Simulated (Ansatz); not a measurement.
Gas-phase electronic energies from Ansatz, PBE0-D4/def2-TZVP geometries. CCSD(T)/CBS is the MP2 limit (def2-TZVPP, def2-QZVPP) plus CCSD(T) − MP2 in def2-TZVPP, frozen cores. This one scheme is used for every species. DFT in def2-TZVPP. B3LYP here is the variant with VWN-RPA as its local correlation; programs differ in this. One conformer a species, not always the lowest.

Reaction (substitution at a C–C bond): `FCC(F)Cl` + `NCS` → `NCSCF` + `FCCl`

| level | ΔE (kcal/mol) | difference from CCSD(T)/CBS |
| --- | --- | --- |
| PBE-D4 | 1.9 | -1.7 |
| r2SCAN-D4 | 3.0 | -0.6 |
| PBE0-D4 | 2.8 | -0.8 |
| B3LYP-D4 | 2.5 | -1.1 |
| ωB97X-V | 3.5 | -0.1 |
| ωB97M-V | 3.6 | 0.0 |
| B2PLYP | 3.1 | -0.5 |
| PBE | 2.0 | -1.6 |
| r2SCAN | 3.1 | -0.5 |
| PBE0 | 3.0 | -0.6 |
| B3LYP | 2.7 | -0.9 |
| HF/def2-TZVPP | 4.8 | 1.2 |
| MP2/def2-TZVPP | 3.6 | 0.0 |
| SCS-MP2/def2-TZVPP | 3.7 | 0.1 |
| CCSD/def2-TZVPP | 4.5 | 0.9 |
| CCSD(T)/def2-TZVPP | 4.2 | 0.6 |
| HF/def2-QZVPP | 4.8 | 1.2 |
| MP2/def2-QZVPP | 3.3 | -0.3 |
| SCS-MP2/def2-QZVPP | 3.4 | -0.2 |
| HF/CBS(def2) | 4.7 | 1.1 |
| MP2/CBS(def2) | 3.0 | -0.6 |
| CCSD/CBS(def2) | 4.0 | 0.4 |
| CCSD(T)/CBS | 3.6 | 0 |

Largest T1 diagnostic among the species: 0.011.

From PBE to PBE0 (25 % exact exchange), in def2-TZVPP and without D4, ΔE moves by +1.0 kcal/mol.
